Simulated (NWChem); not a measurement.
System: methylamine (CH5N); SMILES CN

Here is an NWChem input.

```
start job
memory heap 200 mb stack 900 mb global 1100 mb
geometry units angstroms
  C     -0.007721     0.690034     0.000000
  N     -0.096730    -0.753659     0.000000
  H     -0.528114     1.096772    -0.881724
  H     -0.528114     1.096772     0.881724
  H      1.016671     1.119737     0.000000
  H      0.376435    -1.141446    -0.813320
  H      0.376435    -1.141446     0.813320
end
basis spherical
  * library def2-svp
end
dft
  xc xpbe96 cpbe96
  iterations 150
end
driver
  maxiter 120
end
task dft optimize
task dft freq
```

NWChem printed, in part:

```
             Northwest Computational Chemistry Package (NWChem) 7.3.0
             --------------------------------------------------------

 CS  symmetry detected

                             Geometry "geometry" -> ""
                             -------------------------

 Output coordinates in angstroms (scale by  1.889725989 to convert to a.u.)

  No.       Tag          Charge          X              Y              Z
 ---- ---------------- ---------- -------------- -------------- --------------
    1 C                    6.0000    -0.00877574    -0.69584993     0.00000000
    2 N                    7.0000    -0.09442946     0.74804602     0.00000000
    3 H                    1.0000    -0.53011257    -1.10137747    -0.88172400
    4 H                    1.0000    -0.53011257    -1.10137747     0.88172400
    5 H                    1.0000     1.01461489    -1.12793238     0.00000000
    6 H                    1.0000     0.37963545     1.13473237    -0.81332000
    7 H                    1.0000     0.37963545     1.13473237     0.81332000

 Effective nuclear repulsion energy (a.u.)      42.0591357843

      Symmetry information
      --------------------

 Group name             Cs
 Group number              2
 Group order               2
 No. of unique centers     5

                                Z-matrix (autoz)
                                --------

 Units are Angstrom for bonds and degrees for angles

      Type          Name      I     J     K     L     M      Value
      ----------- --------  ----- ----- ----- ----- ----- ----------
    1 Stretch                  1     2                       1.44643
    2 Stretch                  1     3                       1.10167
    3 Stretch                  1     4                       1.10167
    4 Stretch                  1     5                       1.11087
    5 Stretch                  2     6                       1.01772
    6 Stretch                  2     7                       1.01772
    7 Bend                     1     2     6               110.59151
    8 Bend                     1     2     7               110.59151
    9 Bend                     2     1     3               109.84233
   10 Bend                     2     1     4               109.84233
   11 Bend                     2     1     5               116.28468
   12 Bend                     3     1     4               106.32717
   13 Bend                     3     1     5               107.02459
   14 Bend                     4     1     5               107.02459
   15 Bend                     6     2     7               106.09977
   16 Torsion                  3     1     2     6         -63.07750
   17 Torsion                  3     1     2     7         179.68952
   18 Torsion                  4     1     2     6        -179.68952
   19 Torsion                  4     1     2     7          63.07750
   20 Torsion                  5     1     2     6          58.61649
   21 Torsion                  5     1     2     7         -58.61649

  pbe96 is a nonlocal functional; adding pw91lda local functional.

                           NWChem Geometry Optimization
                           ----------------------------

 maximum gradient threshold         (gmax) =   0.000450
 rms gradient threshold             (grms) =   0.000300
 maximum cartesian step threshold   (xmax) =   0.001800
 rms cartesian step threshold       (xrms) =   0.001200
 fixed trust radius                (trust) =   0.300000
 source of zmatrix                         =   autoz

          -------------------
          Energy Minimization
          -------------------

 Using diagonal initial Hessian
 Scaling for Hessian diagonals: bonds = 1.00  angles = 0.25  torsions = 0.10

          --------
          Step   0

                                 NWChem DFT Module
                                 -----------------

 Summary of "ao basis" -> "ao basis" (spherical)
 ------------------------------------------------------------------------------
       Tag                 Description            Shells   Functions and Types
 ---------------- ------------------------------  ------  ---------------------
 C                          def2-svp                 6       14   3s2p1d
 N                          def2-svp                 6       14   3s2p1d
 H                          def2-svp                 3        5   2s1p

      Symmetry analysis of basis
      --------------------------

        a'         34
        a"         19

            General Information
            -------------------
          SCF calculation type: DFT
          Wavefunction type:  closed shell.
          No. of atoms     :     7
          No. of electrons :    18
           Alpha electrons :     9
            Beta electrons :     9
          Charge           :     0
          Spin multiplicity:     1
          Use of symmetry is: on ; symmetry adaption is: on
          Maximum number of iterations: 150
          AO basis - number of functions:    53
                     number of shells:    27
          Convergence on energy requested:  1.00D-06
          Convergence on density requested:  1.00D-05
          Convergence on gradient requested:  5.00D-04

              XC Information
              --------------
          PerdewBurkeErnzerhof Exchange Functional  1.000
            Perdew 1991 LDA Correlation Functional  1.000 local
           PerdewBurkeErnz. Correlation Functional  1.000 non-local

             Grid Information
             ----------------
          Grid used for XC integration:  medium
          Radial quadrature: Mura-Knowles
          Angular quadrature: Lebedev.
          Tag              B.-S. Rad. Rad. Pts. Rad. Cut. Ang. Pts.
          ---              ---------- --------- --------- ---------
          C                   0.70       49           7.0       434
          N                   0.65       49           7.0       434
          H                   0.35       45           9.0       434
          Grid pruning is: on
          Number of quadrature shells:   233
          Spatial weights used:  Erf1

      Superposition of Atomic Density Guess
      -------------------------------------

 Sum of atomic energies:         -94.36538716

      Non-variational initial energy
      ------------------------------

 Total energy =     -95.551843
 1-e energy   =    -209.107193
 2-e energy   =      71.496214
 HOMO         =      -0.312995
 LUMO         =       0.097047

      Symmetry analysis of molecular orbitals - initial
      -------------------------------------------------

  Numbering of irreducible representations:

     1 a'          2 a"

  Orbital symmetries:

     1 a'          2 a'          3 a'          4 a'          5 a"
     6 a'          7 a'          8 a"          9 a'         10 a'
    11 a'         12 a"         13 a'         14 a"         15 a'
    16 a"         17 a'         18 a'         19 a"

   convergence    iter        energy       DeltaE   RMS-Dens  Diis-err
 ---------------- ----- ----------------- --------- --------- ---------
 d= 0,ls=0.0,diis     1    -95.6237804466 -1.38D+02  1.26D-02  2.44D-01
 d= 0,ls=0.0,diis     2    -95.6274375862 -3.66D-03  7.03D-03  2.11D-01
 d= 0,ls=0.0,diis     3    -95.6460682755 -1.86D-02  2.40D-03  4.04D-02
 d= 0,ls=0.0,diis     4    -95.6503053052 -4.24D-03  3.81D-04  4.37D-04
 d= 0,ls=0.0,diis     5    -95.6503527340 -4.74D-05  7.41D-05  2.34D-05
  Resetting Diis
 d= 0,ls=0.0,diis     6    -95.6503554045 -2.67D-06  2.24D-05  2.87D-06
 d= 0,ls=0.0,diis     7    -95.6503557713 -3.67D-07  4.84D-06  2.71D-08

         Total DFT energy =      -95.650355771308
      One electron energy =     -211.579682444666
           Coulomb energy =       87.927349144099
    Exchange-Corr. energy =      -14.057158255072
 Nuclear repulsion energy =       42.059135784331

 Numeric. integr. density =       17.999998422657

                  Occupations of the irreducible representations
                  ----------------------------------------------

                     irrep           alpha         beta
                     --------     --------     --------
                     a'                7.0          7.0
                     a"                2.0          2.0

                       DFT Final Molecular Orbital Analysis
                       ------------------------------------

 Vector    7  Occ=2.000000D+00  E=-3.496088D-01  Symmetry=a'
              MO Center= -3.0D-03, -5.0D-01, -1.9D-15, r^2= 1.6D+00
   Bfn.  Coefficient  Atom+Function         Bfn.  Coefficient  Atom+Function
  ----- ------------  ---------------      ----- ------------  ---------------
     4      0.371449  1 C  px                19      0.244162  2 N  py
    39      0.223741  5 H  s                  5      0.218927  1 C  py
    29     -0.204141  3 H  s                 34     -0.204141  4 H  s
     7      0.154970  1 C  px                22     -0.111210  2 N  py
     8      0.103020  1 C  py                40      0.097652  5 H  s

[...]

      ----------------------
      Optimization converged
      ----------------------

  Step       Energy      Delta E   Gmax     Grms     Xrms     Xmax
  ---- ---------------- -------- -------- -------- -------- --------
@    4     -95.65077355 -8.9D-07  0.00004  0.00002  0.00074  0.00131
                                     ok       ok       ok       ok

                                Z-matrix (autoz)
                                --------

 Units are Angstrom for bonds and degrees for angles

      Type          Name      I     J     K     L     M      Value     Gradient
      ----------- --------  ----- ----- ----- ----- ----- ---------- ----------
    1 Stretch                  1     2                       1.45860    0.00003
    2 Stretch                  1     3                       1.11041   -0.00004
    3 Stretch                  1     4                       1.11041   -0.00004
    4 Stretch                  1     5                       1.12106   -0.00001
    5 Stretch                  2     6                       1.02821    0.00000
    6 Stretch                  2     7                       1.02821    0.00000
    7 Bend                     1     2     6               109.79776   -0.00001
    8 Bend                     1     2     7               109.79776   -0.00001
    9 Bend                     2     1     3               109.74808    0.00002
   10 Bend                     2     1     4               109.74808    0.00002
   11 Bend                     2     1     5               116.83863    0.00001
   12 Bend                     3     1     4               106.27294   -0.00002
   13 Bend                     3     1     5               106.84380   -0.00002
   14 Bend                     4     1     5               106.84380   -0.00002
   15 Bend                     6     2     7               105.14804    0.00002
   16 Torsion                  3     1     2     6         -64.21395    0.00000
   17 Torsion                  3     1     2     7        -179.34944   -0.00000
   18 Torsion                  4     1     2     6         179.34944    0.00000
   19 Torsion                  4     1     2     7          64.21395   -0.00000
   20 Torsion                  5     1     2     6          57.56774    0.00000
   21 Torsion                  5     1     2     7         -57.56774   -0.00000

                         Geometry "geometry" -> "geometry"
                         ---------------------------------

 Output coordinates in angstroms (scale by  1.889725989 to convert to a.u.)

  No.       Tag          Charge          X              Y              Z
 ---- ---------------- ---------- -------------- -------------- --------------
    1 C                    6.0000    -0.00963289    -0.69704207     0.00000000
    2 N                    7.0000    -0.10790142     0.75824876     0.00000000
    3 H                    1.0000    -0.53354630    -1.10846588    -0.88840462
    4 H                    1.0000    -0.53354630    -1.10846588     0.88840462
    5 H                    1.0000     1.02249486    -1.13463553     0.00000000
    6 H                    1.0000     0.38629376     1.14066705    -0.81653902
    7 H                    1.0000     0.38629376     1.14066705     0.81653902

 Effective nuclear repulsion energy (a.u.)      41.7097662776

      Symmetry information
      --------------------

 Group name             Cs
 Group number              2
 Group order               2
 No. of unique centers     5

                Final and change from initial internal coordinates
                --------------------------------------------------

                                Z-matrix (autoz)
                                --------

 Units are Angstrom for bonds and degrees for angles

[...]

 Rotational Constants
 --------------------
 A=   3.371075 cm-1  (  4.850117 K)
 B=   0.755943 cm-1  (  1.087609 K)
 C=   0.727595 cm-1  (  1.046823 K)

 Temperature                      =   298.15K
 frequency scaling parameter      =   1.0000

 Zero-Point correction to Energy  =   38.915 kcal/mol  (  0.062015 au)
 Thermal correction to Energy     =   41.063 kcal/mol  (  0.065438 au)
 Thermal correction to Enthalpy   =   41.655 kcal/mol  (  0.066382 au)

 Total Entropy                    =   57.404 cal/mol-K
   - Translational                =   36.215 cal/mol-K (mol. weight =  31.0422)
   - Rotational                   =   19.395 cal/mol-K (symmetry #  =        1)
   - Vibrational                  =    1.794 cal/mol-K

 Cv (constant volume heat capacity) =    9.707 cal/mol-K
   - Translational                  =    2.979 cal/mol-K
   - Rotational                     =    2.979 cal/mol-K
   - Vibrational                    =    3.748 cal/mol-K

[normal modes left out]

 ----------------------------------------------------------------------------
 Normal Eigenvalue ||           Projected Infra Red Intensities
  Mode   [cm**-1]  || [atomic units] [(debye/angs)**2] [(KM/mol)] [arbitrary]
 ------ ---------- || -------------- ----------------- ---------- -----------
    1       -0.000 ||    0.011044           0.255        10.766       5.135
    2       -0.000 ||    0.001819           0.042         1.773       0.846
    3        0.000 ||    0.001561           0.036         1.522       0.726
    4        0.000 ||    0.000033           0.001         0.032       0.015
    5        0.000 ||    0.001635           0.038         1.594       0.760
    6        0.000 ||    0.002123           0.049         2.069       0.987
    7      327.826 ||    0.040939           0.944        39.910      19.036
    8      810.234 ||    0.161533           3.727       157.470      75.109
    9      951.622 ||    0.000038           0.001         0.037       0.018
   10     1066.602 ||    0.011646           0.269        11.353       5.415
   11     1134.626 ||    0.003596           0.083         3.506       1.672
   12     1296.307 ||    0.000739           0.017         0.721       0.344
   13     1392.325 ||    0.002669           0.062         2.602       1.241
   14     1426.346 ||    0.012505           0.289        12.191       5.815
   15     1444.695 ||    0.002333           0.054         2.274       1.085
   16     1591.653 ||    0.014917           0.344        14.542       6.936
   17     2867.268 ||    0.117454           2.710       114.500      54.613
   18     2993.140 ||    0.037339           0.861        36.400      17.362
   19     3042.288 ||    0.026472           0.611        25.806      12.309
   20     3405.933 ||    0.001234           0.028         1.203       0.574
   21     3483.632 ||    0.000006           0.000         0.005       0.003
 ----------------------------------------------------------------------------
```

Level: PBE/def2-SVP.
